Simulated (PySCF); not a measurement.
Gas-phase reaction: i-Si4H10 + 2 C4H8 (isobutene) + 6 H = 4 ethylsilane

Method: PySCF energies plus ideal-gas RRHO corrections (1 bar). † marks an energy on the PBE0/def2-TZVP geometry and frequencies; other levels use their own. 6-31G* has spherical d functions here. Open shells (unrestricted): H (multiplicity 2); the rest are closed-shell singlets. B3LYP is the form with VWN-RPA correlation.

```csv
level,"ΔH°(298 K), kJ"
B3LYP/6-31G*,-1562
B3LYP/def2-TZVP†,___
BLYP/def2-TZVP†,___
PBE/def2-SVP,-1467
PBE/def2-TZVP†,___
PBE0/def2-SVP†,-1499
r2SCAN/def2-TZVP†,-1530
LDA/def2-TZVP†,___
ωB97M-V/def2-TZVP†,-1572
ωB97X-V/def2-TZVP†,-1563
```

**Question.** Complete the blanks.

**Answer.** 
- B3LYP/def2-TZVP†, ΔH°(298 K), kJ: -1563
- BLYP/def2-TZVP†, ΔH°(298 K), kJ: -1517
- PBE/def2-TZVP†, ΔH°(298 K), kJ: -1474
- LDA/def2-TZVP†, ΔH°(298 K), kJ: -1632
